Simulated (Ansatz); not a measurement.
Input file:

```yaml
crystal:
  periodic: [false, false, false]
  atoms:
    - {symbol: Pd, position_ang: [-0.008043, 0.003326, 0.497911]}
    - {symbol: Si, position_ang: [-0.002486, 0.003326, -1.679711]}
    - {symbol: H, position_ang: [-0.204965, -1.687669, -2.764100]}
    - {symbol: H, position_ang: [-0.150629, 1.240535, -2.473099]}
    - {symbol: H, position_ang: [1.274061, 0.003326, -0.529132]}
basis:
  gaussian: {orbitals: def2-SVP}
total_charge: 1
magnetization: {spin_polarized: true, initial_magnetization: 0}
hamiltonian: {pseudopotentials: {relativity: none}}
correlation: {method: ccsd, electrons: outside_noble_gas}
```

```sh
$ ansatz run in.yaml --threads 1 --pin off --events-out ev --progress --plain --max-ram 2393MiB
```

Log:

```
654 factors; integrals over basis functions are off by at most 1.1e-3 eV
mean field evaluation 1: about -11341.1199 eV, gradient 4.7e1 eV
mean field evaluation 2: about -11341.1856 eV, gradient 4.7e1 eV
mean field evaluation 4: about -11353.4709 eV, gradient 4.5e0 eV
mean field evaluation 8: about -11353.7765 eV, gradient 8.1e-1 eV
mean field evaluation 16: about -11353.7987 eV, gradient 2.2e-6 eV
mean field evaluation 32: about -11347.9898 eV, gradient 2.5e1 eV
mean field evaluation 64: about -11349.8324 eV, gradient 6.0e0 eV
mean field evaluation 96: about -11344.0993 eV, gradient 2.7e1 eV
mean field evaluation 128: about -11353.7935 eV, gradient 2.8e-1 eV
mean field evaluation 160: about -11353.8485 eV, gradient 8.6e-1 eV
...
cycle   3  -10.00875693 eV  change   -8.4e-3 eV  update   5.6e-3
cycle   4  -10.01392512 eV  change   -5.2e-3 eV  update   2.9e-3
cycle   5  -10.02058470 eV  change   -6.7e-3 eV  update   1.3e-3
cycle   6  -10.02297995 eV  change   -2.4e-3 eV  update   6.9e-4
cycle   7  -10.02299993 eV  change   -2.0e-5 eV  update   3.7e-4
cycle   8  -10.02245656 eV  change    5.4e-4 eV  update   2.2e-4
cycle   9  -10.02221147 eV  change    2.5e-4 eV  update   1.2e-4
cycle  10  -10.02219501 eV  change    1.6e-5 eV  update   6.6e-5
cycle  11  -10.02219074 eV  change    4.3e-6 eV  update   3.2e-5
cycle  12  -10.02218448 eV  change    6.3e-6 eV  update   2.0e-5
Total energy: -11363.89981844 eV, -417.6156155996 hartree
```

Ran on 1 thread of Intel Xeon Platinum 8488C, shared host: 38 s wall, 0.26 GiB peak host memory.
